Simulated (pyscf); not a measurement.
PySCF, gas phase, ωB97X-D3(BJ)/def2-SVP geometries.

**Question.** PBE/def2-TZVP puts the barrier of `[CH3][CH2][CH3]` + `[O]` [triplet] → `[CH3][CH][CH3]` [doublet] + `[OH]` [doublet] (hydrogen abstraction; triplet surface; C–H broken, H–O formed) at -7.2 kcal/mol and the reaction energy at -7.6 kcal/mol, from the separated reactants. What do r²SCAN/def2-TZVP, PBE0-D3(BJ)/def2-TZVP, ωB97M-D3(BJ)/def2-TZVP give on the same structures?

**Answer.** r²SCAN: ΔE‡ = -4.1 kcal/mol, ΔE = -7.5 kcal/mol; PBE0-D3(BJ): ΔE‡ = 0.9 kcal/mol, ΔE = -2.8 kcal/mol; ωB97M-D3(BJ): ΔE‡ = 6.0 kcal/mol, ΔE = -0.4 kcal/mol. PBE's barrier lies under all of them, by 3.1 to 13.2 kcal/mol. Its reaction energy matches one of them and lies within 7.3 kcal/mol of the others. Low barriers are usual for a GGA, whose delocalisation error favours stretched bonds. On the product side the descent ends in a complex, 4.7 kcal/mol under the separated species and 10.0 kcal/mol under the saddle at ωB97X-D3(BJ)/def2-TZVP. At PBE, r²SCAN this geometry lies under the reactants; that is no barrier but a single point on another level's saddle; such a level's own saddle, if it has one, lies nearer that side and is low. H₃C–CH•–CH₃ + OH• also meet on a surface of lower spin, which isn't treated here. This is the saddle that the search found; another between the same sides may lie lower. The angle at the transferred H is 177°. Left out: the spin-orbit lowering of OH, O.
